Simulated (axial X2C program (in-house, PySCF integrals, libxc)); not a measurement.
## Spectroscopic constants of LiB

Computed with an in-house all-electron X2C program for linear molecules (integrals from PySCF). Spin-free means the one-electron spin-free X2C Hamiltonian; two-component (2c) means X2C with spin–orbit coupling and atomic mean-field two-electron Coulomb and Gaunt terms, so the difference of the two also holds small scalar two-electron terms. Basis: B dyall-v3z [7s6p2d1f], Li dyall-cv3z [7s8p2d] (cores contracted in-house); Gaussian nuclei, density fitting, unrestricted open shells. Masses: B 11.009 u, Li 7.016 u.

State, spin-free: M_S = 1, Λ = 1 (beyond evenly filled blocks: σα, π+α); electrons by block: σα: 4, σβ: 3, π+α: 1. Fragments: B + Li.

State, 2c: Ω = 2 (⟨Sz⟩ = 1.00, ⟨Lz⟩ = 1.00 at PBE0); electrons by block: 1/2: 4, -1/2: 3, 3/2: 1. Fragments: B + Li.

| Hamiltonian | level | Re (Å) | ωe (cm⁻¹) | ωexe (cm⁻¹) | Be (cm⁻¹) | αe (cm⁻¹) | De (eV) | D0 (eV) | k (mdyn/Å) | μ (D) |
| --- | --- | --- | --- | --- | --- | --- | --- | --- | --- | --- |
| 2c | PBE0 | 2.131 | 546.4 | 5.77 | 0.8667 | 0.0133 | 1.30 | 1.27 | 0.754 | 5.78 |
| 2c | HF | 2.135 | 568.0 | 5.74 | 0.8633 | 0.0123 | 0.720 | 0.685 | 0.814 | 6.41 |
| 2c | MP2 | 2.139 | 554.0 | 5.13 | 0.8595 | 0.0122 | 1.16 | 1.13 | 0.775 | n/a |
| 2c | CCSD | 2.141 | 543.4 | 5.73 | 0.8578 | 0.013 | 1.12 | 1.09 | 0.746 | n/a |
| 2c | CCSD(T) | 2.145 | 538.7 | 5.7 | 0.8549 | 0.0131 | 1.17 | 1.13 | 0.733 | n/a |
| 2c | PBE50 | 2.118 | 565.6 | 5.55 | 0.8771 | 0.0127 | 1.27 | 1.23 | 0.808 | 6.11 |

Spin-free values that have a 2c row agree with it to the digits that matter (0.001 Å, 0.01 eV) and are not repeated.

Correlated methods: 4 electrons correlated (number of frozen shells: B 1 s; Li 1 s), 150 virtual spin orbitals or spinors in MP2, 58 natural virtuals in coupled cluster.

Dipoles are positive if Li is the positive end.

The state is one determinant whose occupation by symmetry is held fixed; it was picked as the lowest of a PBE0 search that is not exhaustive. De is counted from the lowest determinant-based energies of the atoms at the same level, without counterpoise correction. Density functionals use the spin component along the axis (collinear). Coupled cluster ran in a truncated set of natural virtual spinors; the MP2 energy of the rest was added. (T) has no such correction and the atoms are truncated less, which lowers De at CCSD(T) by a hundredth of an eV or more. In 2c an atomic determinant is not the ground J level, so De misses part of the atomic spin–orbit lowering. This holds for PBE0, PBE50. PBE0 can misorder states that lie within some tenths of an eV, so this need not be the ground state of the molecule. The nearest other 2c determinant of the search, Ω = 1, lies 0.30 eV up at the distance of the search. Without a current term, density functionals place determinants with orbital angular momentum somewhat too high. With several unpaired electrons one determinant need not be a pure state. Open-shell Ω = 0 determinants with evenly filled partner blocks cannot be reached by this program, so the Ω shown need not be the lowest component.

Rough cost a point (2c) on 1 thread(s) of a shared host, integrals apart: PBE0 0.11 s, CCSD(T) 0.25 s, PBE50 0.12 s.

The whole task took 14 s on 1 thread of Intel(R) Xeon(R) 6975P-C (Granite Rapids) (shared host).
